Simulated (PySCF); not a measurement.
# NaSi⁻ (triplet) with other numerical set-ups

The method stays; parts of the set-up, such as the basis or the Hamiltonian, are changed.

Method: each script names its method and basis; program: PySCF 2.14.0.

3 further runs of the same task are left out: 3 that didn't finish.

## Step 1: Starting geometry

NaSi⁻ (triplet): 2 atoms, charge -1, spin multiplicity 3.

Bond lengths: Na1–Si2 2.511 Å.

## Step 2: The run that the others are compared with

The input, input.py:

```python
from pyscf import gto, scf

mol = gto.M(
    atom='Na 0 0 0; Si 0 0 2.511',
    basis='lanl2dz',
    ecp={'Na': 'lanl2dz', 'Si': 'lanl2dz'},
    charge=-1,
    spin=2,
    verbose=4,
)
mf = scf.UHF(mol)
mf.kernel()
mf.stability(internal=True, external=True)
mf.dip_moment()
print('orbital energies (hartree):', [e[max(0, n-3):n+3].round(4) for e, n in zip(mf.mo_energy, mol.nelec)])
```

Command:

```console
$ OMP_NUM_THREADS=1 python input.py
```

Its log is not repeated here.

In short: E(SCF) = -3.855829 Eh, ⟨S²⟩ = 2.044, internal unstable; real -> complex stable; UHF/UKS -> GHF/GKS unstable.

The bond length is a typed value, not an optimised one. The dipole of an ion depends on the origin. A lower solution of the same kind exists, so this energy is an upper bound. The triplet is typed in the script; nothing here shows that it is the ground state.

## Step 3: Ano-rcc-vdzp (core potential off, X2C on)

Edit 1 changes basis set: lanl2dz → ano-rcc-vdzp; core potential: on → off; spin-free X2C: off → on. The core potential changes with it: totals don't compare.

The input, input.py:

```python
from pyscf import gto, scf

mol = gto.M(
    atom='Na 0 0 0; Si 0 0 2.511',
    basis='ano-rcc-vdzp',
    charge=-1,
    spin=2,
    verbose=4,
)
mf = scf.UHF(mol)
mf = mf.sfx2c1e()
mf.kernel()
mf.stability(internal=True, external=True)
mf.dip_moment()
print('orbital energies (hartree):', [e[max(0, n-3):n+3].round(4) for e, n in zip(mf.mo_energy, mol.nelec)])
```

Command:

```console
$ OMP_NUM_THREADS=1 python input.py
```

## Step 4: Aug-cc-pvdz (core potential off)

Edit 2 changes basis set: lanl2dz → aug-cc-pvdz; core potential: on → off. The core potential changes with it: totals don't compare.

Edit input.py of step 2 so:

```diff
@@ -4,4 +4,3 @@
     atom='Na 0 0 0; Si 0 0 2.511',
-    basis='lanl2dz',
-    ecp={'Na': 'lanl2dz', 'Si': 'lanl2dz'},
+    basis='aug-cc-pvdz',
     charge=-1,
```

## Step 5: 6-31+g* (core potential off)

Edit 3 changes basis set: lanl2dz → 6-31+g*; core potential: on → off. The core potential changes with it: totals don't compare.

Edit input.py of step 2 so:

```diff
@@ -4,4 +4,3 @@
     atom='Na 0 0 0; Si 0 0 2.511',
-    basis='lanl2dz',
-    ecp={'Na': 'lanl2dz', 'Si': 'lanl2dz'},
+    basis='6-31+g*',
     charge=-1,
```

## Step 6: 6-311++g** (core potential off)

Edit 4 changes basis set: lanl2dz → 6-311++g**; core potential: on → off. The core potential changes with it: totals don't compare.

Edit input.py of step 2 so:

```diff
@@ -4,4 +4,3 @@
     atom='Na 0 0 0; Si 0 0 2.511',
-    basis='lanl2dz',
-    ecp={'Na': 'lanl2dz', 'Si': 'lanl2dz'},
+    basis='6-311++g**',
     charge=-1,
```

Q: Predict the outcome of this session. Wanted: for each run, E(SCF); from base; gap, α spin; after the SCF.

The runs gave:

```tsv
run	E(SCF) (hartree)	from base (eV)	cycles	gap, α spin (eV)	functions	after the SCF
base	-3.855829	0	16	4.58	16	unstable: internal, UHF/UKS -> GHF/GKS
ano-rcc-vdzp (core potential off, X2C on)	-451.528548	not comparable	15	5.07	36	unstable: internal, UHF/UKS -> GHF/GKS
aug-cc-pvdz (core potential off)	-450.713779	not comparable	15	2.90	54	unstable: internal, UHF/UKS -> GHF/GKS
6-31+g* (core potential off)	-450.682914	not comparable	14	3.15	44	unstable: internal, UHF/UKS -> GHF/GKS
6-311++g** (core potential off)	-450.706825	not comparable	16	3.00	60	unstable: internal, UHF/UKS -> GHF/GKS
```

In words: Total energies from different bases, Hamiltonians or methods carry different errors, so properties are taken as differences within one set-up.
